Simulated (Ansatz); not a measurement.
Harmonic frequencies (cm⁻¹) at PBE0-D4/def2-TZVPD from Ansatz: 751, 751, 764, 764, 764, 1646, 1646, 1646, 1727.

Q: Which molecule is it?
A. `[AlH4-]`
B. `[O-][SiH3]`
C. `O=C([O-])O`
D. `[CH3+]`

A: A.
